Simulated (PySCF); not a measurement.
Reaction (SMILES): N (NH3) + H+ → [NH4+]
B3LYP-D3(BJ)/def2-TZVP geometries, fixed; electronic energies without zero-point terms; positive where energy is released.

Effect of the auxiliary basis of density fitting at HF/aug-cc-pVTZ with PySCF, against the last row, where the proton affinity is 215.76 kcal/mol.

| setting | fitting functions, largest species | largest shift of a total energy (mEh) | shift of the proton affinity (kcal/mol) |
|---|---|---|---|
| density fitting: autoaux | 545 | 0.001 | 0.000 |
| density fitting: def2-universal-jkfit | 149 | -0.011 | 0.006 |
| density fitting: cc-pvtz-jkfit | 199 | 0.003 | 0.001 |
| density fitting: cc-pvqz-jkfit | 310 | -0.001 | 0.000 |
| density fitting: none | - | 0.000 | 0.000 |

Within 0.02 kcal/mol in the proton affinity: density fitting: autoaux; density fitting: def2-universal-jkfit; density fitting: cc-pvtz-jkfit; density fitting: cc-pvqz-jkfit. The largest shift is 0.011 mEh in a total energy and 0.006 kcal/mol in the difference.
